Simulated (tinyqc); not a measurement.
Worked calculation: G0W0 on RHF in the sto-3g basis, for LiH, spin multiplicity 1. One step of it, computed by the program tinyqc.

Task: Integrals over molecular orbitals. (pq|rs) = sum C_ip C_jq C_kr C_ls (ij|kl), one index at a time.

coefficients C:
```
               MO1        MO2        MO3        MO4       MO5        MO6
1Li 1s    0.990819  -0.184999  -0.206818   0.000000  0.000000   0.055305
1Li 2s    0.030743   0.435093   0.804841   0.000000  0.000000  -0.789609
1Li 2px   0.000000   0.000000   0.000000  -0.112084  0.993699   0.000000
1Li 2py   0.000000   0.000000   0.000000   0.993699  0.112084   0.000000
1Li 2pz  -0.008489   0.353481  -0.611880   0.000000  0.000000  -1.044455
2H 1s     0.010968   0.540666  -0.129138   0.000000  0.000000   1.295764
```

core Hamiltonian H = T + V (hartree):
```
            1Li 1s     1Li 2s    1Li 2px    1Li 2py    1Li 2pz      2H 1s
1Li 1s   -4.786524  -1.076279   0.000000   0.000000  -0.021245  -0.476047
1Li 2s   -1.076279  -1.419233   0.000000   0.000000  -0.132641  -0.830978
1Li 2px   0.000000   0.000000  -1.156188   0.000000   0.000000   0.000000
1Li 2py   0.000000   0.000000   0.000000  -1.156188   0.000000   0.000000
1Li 2pz  -0.021245  -0.132641   0.000000   0.000000  -1.262400  -0.937629
2H 1s    -0.476047  -0.830978   0.000000   0.000000  -0.937629  -1.600545
```

Two-electron integrals (ij|kl) in chemists' order, unique and non-zero (hartree):
```
(11|11) 1.680395   (21|11) 0.265420   (21|21) 0.049941   (22|11) 0.397727
(22|21) 0.092860   (22|22) 0.290562   (31|31) 0.008981   (32|31) 0.013788
(32|32) 0.064184   (33|11) 0.396640   (33|21) 0.092880   (33|22) 0.290497
(33|33) 0.312946   (41|41) 0.008981   (42|41) 0.013788   (42|42) 0.064184
(43|43) 0.016869   (44|11) 0.396640   (44|21) 0.092880   (44|22) 0.290497
(44|33) 0.279207   (44|44) 0.312946   (51|51) 0.008981   (52|51) 0.013788
(52|52) 0.064184   (53|53) 0.016869   (54|54) 0.016869   (55|11) 0.396640
(55|21) 0.092880   (55|22) 0.290497   (55|33) 0.279207   (55|44) 0.279207
(55|55) 0.312946   (61|11) 0.112036   (61|21) 0.021136   (61|22) 0.039718
(61|33) 0.039252   (61|44) 0.039252   (61|51) 0.002503   (61|52) 0.004703
(61|55) 0.040671   (61|61) 0.009775   (62|11) 0.186133   (62|21) 0.043603
(62|22) 0.136142   (62|33) 0.130144   (62|44) 0.130144   (62|51) 0.007156
(62|52) 0.037337   (62|55) 0.148000   (62|61) 0.021713   (62|62) 0.095558
(63|31) 0.004202   (63|32) 0.017530   (63|53) 0.006322   (63|63) 0.008423
(64|41) 0.004202   (64|42) 0.017530   (64|54) 0.006322   (64|64) 0.008423
(65|11) 0.210337   (65|21) 0.049943   (65|22) 0.162365   (65|33) 0.151960
(65|44) 0.151960   (65|51) 0.011259   (65|52) 0.057116   (65|55) 0.182969
(65|61) 0.026296   (65|62) 0.126682   (65|65) 0.172086   (66|11) 0.377037
(66|21) 0.090028   (66|22) 0.300738   (66|33) 0.275989   (66|44) 0.275989
(66|51) 0.019067   (66|52) 0.110878   (66|55) 0.349646   (66|61) 0.047789
(66|62) 0.254976   (66|65) 0.353928   (66|66) 0.774606
```

Give: one-electron integrals over orbitals h = C^T H C; Two-electron integrals over orbitals.

Result:

one-electron integrals over orbitals h = C^T H C (hartree):
```
        1       2       3       4       5       6
1  -4.777   0.115   0.169   0.000   0.000  -0.013
2   0.115  -1.577   0.038   0.000   0.000  -0.123
3   0.169   0.038  -1.141   0.000   0.000   0.034
4   0.000   0.000   0.000  -1.156   0.000   0.000
5   0.000   0.000   0.000   0.000  -1.156   0.000
6  -0.013  -0.123   0.034   0.000   0.000  -0.916
```

Two-electron integrals over orbitals (pq|rs), unique and non-zero (hartree):
```
(11|11) 1.657       (21|11) -0.124      (21|21) 0.017       (22|11) 0.395
(22|21) 0.009       (22|22) 0.502       (31|11) -0.136      (31|21) 0.012
(31|22) -0.019      (31|31) 0.021       (32|11) 0.009       (32|21) -4.09e-03
(32|22) -0.045      (32|31) 2.94e-04    (32|32) 0.011       (33|11) 0.396
(33|21) -0.012      (33|22) 0.230       (33|31) 2.21e-03    (33|32) 4.70e-03
(33|33) 0.340       (41|41) 0.010       (42|41) 0.008       (42|42) 0.025
(43|41) 0.010       (43|42) 0.019       (43|43) 0.041       (44|11) 0.396
(44|21) -4.88e-03   (44|22) 0.281       (44|31) -4.89e-03   (44|32) 3.72e-03
(44|33) 0.282       (44|44) 0.313       (51|51) 0.010       (52|51) 0.008
(52|52) 0.025       (53|51) 0.010       (53|52) 0.019       (53|53) 0.041
(54|54) 0.017       (55|11) 0.396       (55|21) -4.88e-03   (55|22) 0.281
(55|31) -4.89e-03   (55|32) 3.72e-03    (55|33) 0.282       (55|44) 0.279
(55|55) 0.313       (61|11) 0.029       (61|21) -0.007      (61|22) -4.58e-03
(61|31) 3.01e-04    (61|32) 5.69e-04    (61|33) 0.008       (61|44) -3.64e-04
(61|55) -3.64e-04   (61|61) 0.006       (62|11) -0.011      (62|21) 0.007
(62|22) 0.139       (62|31) -2.52e-03   (62|32) -0.032      (62|33) -0.005
(62|44) -4.42e-03   (62|55) -4.42e-03   (62|61) 1.16e-03    (62|62) 0.122
(63|11) 0.017       (63|21) -0.005      (63|22) -0.051      (63|31) 4.63e-03
(63|32) 0.008       (63|33) 0.036       (63|44) 6.17e-04    (63|55) 6.17e-04
(63|61) 3.86e-03    (63|62) -0.030      (63|63) 0.026       (64|41) -0.006
(64|42) -0.019      (64|43) -0.014      (64|64) 0.019       (65|51) -0.006
(65|52) -0.019      (65|53) -0.014      (65|65) 0.019       (66|11) 0.361
(66|21) 0.006       (66|22) 0.460       (66|31) -0.011      (66|32) -0.041
(66|33) 0.242       (66|44) 0.270       (66|55) 0.270       (66|61) -6.71e-04
(66|62) 0.147       (66|63) -0.043      (66|66) 0.457
```
